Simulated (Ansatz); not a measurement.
# One shape, several levels: SiH3OF (SMILES O[SiH2]F)

We compute a comparison of 6 runs (HF/STO-3G, B3LYP/6-31G*, BLYP/aug-cc-pVDZ, CAM-B3LYP/aug-cc-pVDZ, PBE-QIDH/aug-cc-pVDZ, SVWN5/aug-cc-pVDZ) of SiH3OF. 

Program for the calculation: Ansatz 0.2.0.

72 further runs of the same task are left out: 72 set aside as unsound or not needed.

## 1. The system as given

The species is SiH3OF (6 atoms), meant as a singlet with charge 0. As SMILES, `O[SiH2]F`. One bond was lengthened or shortened from a relaxed shape.

Bond lengths: O1–Si2 1.874 Å, Si2–F3 1.596 Å, O1–H4 0.958 Å, Si2–H5 1.474 Å, Si2–H6 1.482 Å. Angles: O1–Si2–F3 111.0°, O1–Si2–H5 106.4°, O1–Si2–H6 111.7°, F3–Si2–H5 108.2°, F3–Si2–H6 106.0°, Si2–O1–H4 119.1°, H5–Si2–H6 113.7°.

## 2. The energy at HF/STO-3G (run 1)

in.yaml reads:

```yaml
crystal:
  periodic: [false, false, false]
  atoms:
    - symbol: O
      position_ang: [-1.038240, -0.239180, -1.081274]
    - symbol: Si
      position_ang: [0.378300, -0.009300, 0.123900]
    - symbol: F
      position_ang: [0.180800, -0.922800, 1.417800]
    - symbol: H
      position_ang: [-1.898940, 0.120220, -0.862774]
    - symbol: H
      position_ang: [1.595600, -0.458500, -0.575800]
    - symbol: H
      position_ang: [0.455100, 1.385600, 0.617600]
basis:
  gaussian:
    orbitals: STO-3G
magnetization:
  spin_polarized: false
  initial_magnetization: 0
hamiltonian:
  xc: hf
accuracy: high
output:
  orbitals: {seedname: orbitals}
```

On the command line:

```
$ ansatz run in.yaml --threads 1 --pin off --max-ram 3480MiB --events-out events.jsonl --progress --plain --runs-dir runs
```

Standard output:

```text
Warning: RAYON_NUM_THREADS=1 ignored (pool sized by the plan → 1); use --threads N
Functional definition: HF
  name "HF"
  exchange = exact_x
  correlation = 0
408 factors; integrals over basis functions are off by at most 4.9e-8 eV
mean field evaluation 1: about -12492.8846 eV, gradient 2.7e1 eV
mean field evaluation 2: about -12492.9341 eV, gradient 2.7e1 eV
mean field evaluation 4: about -12495.9863 eV, gradient 1.4e0 eV
mean field evaluation 8: about -12495.9973 eV, gradient 3.6e-5 eV
mean field -12495.99729105 eV, -459.2194303550 hartree, gradient 1.4e-8 eV, S^2 0.000000; 0 other end points of the search recorded, 0 dependent functions left out
reference -12495.99729105 eV, -459.2194303550 hartree; 17, 17 occupied and 5, 5 virtual orbitals, 408 factors
Total energy: -12495.99729105 eV, -459.2194303550 hartree
```

Run time: 0.12 s. Hardware: 1 thread of Arm Neoverse V2, shared host.

## 3. The energy at B3LYP/6-31G(d) (spherical functions) (run 2)

run.yaml reads:

```yaml
crystal:
  periodic: [false, false, false]
  atoms:
    - {symbol: O, position_ang: [-1.038240, -0.239180, -1.081274]}
    - {symbol: Si, position_ang: [0.378300, -0.009300, 0.123900]}
    - {symbol: F, position_ang: [0.180800, -0.922800, 1.417800]}
    - {symbol: H, position_ang: [-1.898940, 0.120220, -0.862774]}
    - {symbol: H, position_ang: [1.595600, -0.458500, -0.575800]}
    - {symbol: H, position_ang: [0.455100, 1.385600, 0.617600]}
basis:
  gaussian:
    orbitals: 6-31G_st_-spherical.json
hamiltonian:
  xc: {name: B3LYP}
accuracy: high
output: {orbitals: {seedname: orbitals}}
```

The basis set 6-31G* is read from a file made from the Basis Set Exchange's data (not shown).

On the command line:

```
$ ansatz run run.yaml --threads 1 --pin off --max-ram 3480MiB --events-out events.jsonl --progress --plain --runs-dir runs
```

Standard output:

```text
Warning: RAYON_NUM_THREADS=1 ignored (pool sized by the plan → 1); use --threads N
Functional definition: B3LYP
  name "B3LYP"
  parameter a0 = 0.2
  parameter ax = 0.72
  parameter ac = 0.81
  exchange = (1 - a0 - ax)*slater_x + ax*b88_x + a0*exact_x
  correlation = (1 - ac)*vwn_rpa_c + ac*lyp_c
1097 factors; integrals over basis functions are off by at most 4.0e-9 eV
mean field evaluation 1: about -12686.7100 eV, gradient 5.6e1 eV
mean field evaluation 2: about -12669.0398 eV, gradient 1.1e2 eV
mean field evaluation 4: about -12691.9415 eV, gradient 7.1e0 eV
mean field evaluation 8: about -12692.1424 eV, gradient 1.7e-1 eV
mean field evaluation 16: about -12692.1425 eV, gradient 2.1e-6 eV
mean field -12692.14246523 eV, -466.4276325539 hartree, gradient 4.4e-8 eV, S^2 0.000000; 0 other end points of the search recorded, 0 dependent functions left out
reference -12692.14250026 eV, -466.4276338414 hartree; 17, 17 occupied and 35, 35 virtual orbitals, 1097 factors
Total energy: -12692.14250026 eV, -466.4276338414 hartree
```

Wall time 3.3 s (1 thread of Arm Neoverse V2, shared host); peak memory 0.14 GiB.

Runs 3 to 5 aren't shown in full; the table further down has their settings and results.

## 4. The energy at SVWN5/aug-cc-pVDZ (run 6)

input.yaml reads:

```yaml
crystal:
  periodic: [false, false, false]
  atoms:
    - {symbol: O, position_ang: [-1.038240, -0.239180, -1.081274]}
    - {symbol: Si, position_ang: [0.378300, -0.009300, 0.123900]}
    - {symbol: F, position_ang: [0.180800, -0.922800, 1.417800]}
    - {symbol: H, position_ang: [-1.898940, 0.120220, -0.862774]}
    - {symbol: H, position_ang: [1.595600, -0.458500, -0.575800]}
    - {symbol: H, position_ang: [0.455100, 1.385600, 0.617600]}
basis:
  gaussian: {orbitals: aug-cc-pVDZ}
hamiltonian: {xc: {name: SVWN5}}
accuracy: high
output: {orbitals: {seedname: orbitals}}
```

On the command line:

```
$ ansatz run input.yaml --threads 1 --pin off --max-ram 3480MiB --events-out events.jsonl --progress --plain --runs-dir runs
```

Standard output:

```text
Warning: RAYON_NUM_THREADS=1 ignored (pool sized by the plan → 1); use --threads N
Functional definition: SVWN5
  name "SVWN5"
  exchange = slater_x
  correlation = vwn5_c
2012 factors; integrals over basis functions are off by at most 3.6e-9 eV
mean field evaluation 1: about -12621.5336 eV, gradient 6.5e1 eV
mean field evaluation 2: about -12556.7382 eV, gradient 1.7e2 eV
mean field evaluation 4: about -12628.3287 eV, gradient 2.1e1 eV
mean field evaluation 8: about -12628.9834 eV, gradient 7.7e-1 eV
mean field evaluation 16: about -12628.9846 eV, gradient 2.7e-5 eV
mean field -12628.98462332 eV, -464.1066246738 hartree, gradient 3.2e-8 eV, S^2 0.000000; 0 other end points of the search recorded, 0 dependent functions left out
reference -12628.98463155 eV, -464.1066249761 hartree; 17, 17 occupied and 83, 83 virtual orbitals, 2012 factors
Total energy: -12628.98463155 eV, -464.1066249761 hartree
```

It took 5.1 s on 1 thread of Arm Neoverse V2, shared host; peak memory 0.25 GiB.

## 5. The series

```tsv
run	level	frozen core orbitals	energy (Eh)	HOMO energy (eV)	LUMO energy (eV)	HOMO–LUMO gap (eV)	wall time
1	HF/STO-3G	–	-459.219430	-9.19	10.46	19.65	0.12 s
2	B3LYP/6-31G* (spherical functions)	–	-466.427634	-8.23	0.31	8.54	3.3 s
3	BLYP/aug-cc-pVDZ	–	-466.436835	-7.26	-1.25	6.01	8.4 s
4	CAM-B3LYP/aug-cc-pVDZ	–	-466.422032	-10.56	0.13	10.69	9.3 s
5	PBE-QIDH/aug-cc-pVDZ	7	-466.023966	-11.79	0.59	12.38	11 s
6	SVWN5/aug-cc-pVDZ	–	-464.106625	-7.52	-1.43	6.10	5.1 s
```

## 6. Outcome

| quantity | value |
| --- | --- |
| run 6: total energy | -464.10662 Eh |
| run 6: HOMO energy | -7.52 eV |
| run 6: LUMO energy | -1.43 eV |
| run 6: HOMO–LUMO gap | 6.10 eV |

In words: The HOMO–LUMO gap runs from 6.01 eV (BLYP/aug-cc-pVDZ) to 19.65 eV (HF/STO-3G). The two ends differ in method and basis. Totals of different functionals can't be ranked against each other. In run 1 the basis is minimal, so the values are rough. All runs together took 38 s, the longest 11 s.
